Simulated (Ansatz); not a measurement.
Two isomers of C4H7N: A = `C1=NCCC1`, B = `CC1CC1=N`.

Isolated molecules relaxed with PBE0-D4/def2-TZVP in Ansatz; ΔE leaves out vibrations. CCSD(T)/CBS is the MP2 limit (def2-TZVPP, def2-QZVPP) plus CCSD(T) − MP2 in def2-TZVPP, frozen cores. DFT in def2-TZVPP. B3LYP here is the variant with VWN-RPA as its local correlation; programs differ in this. One conformer a species, not always the lowest.

Q: Which is lower in electronic energy at CCSD(T)/CBS, and by how much? (Best estimate.)

A: Ansatz gave: A, by 31.7 kcal/mol.

Q: Give E(B) − E(A) in kcal/mol with CCSD/def2-TZVPP, B3LYP-D4, PBE-D4, PBE0-D4, CCSD(T)/def2-TZVPP, B2PLYP, MP2/def2-TZVPP. (Estimate.)

A: Computed: CCSD/def2-TZVPP 31.8, B3LYP-D4 29.0, PBE-D4 27.6, PBE0-D4 29.6, CCSD(T)/def2-TZVPP 31.8, B2PLYP 29.8, MP2/def2-TZVPP 31.3. None reverses the order clearly.

Largest T1 diagnostic: 0.011.

The D4 term adds +0.8 kcal/mol with B3LYP and +0.3 kcal/mol with PBE0; it sums over pairs of atoms, weighted by their polarisabilities, and B3LYP, whose exchange is more repulsive, gets the larger term. From PBE to PBE0 (25 % exact exchange), in def2-TZVPP and without D4, E(B) − E(A) moves by +2.1 kcal/mol.
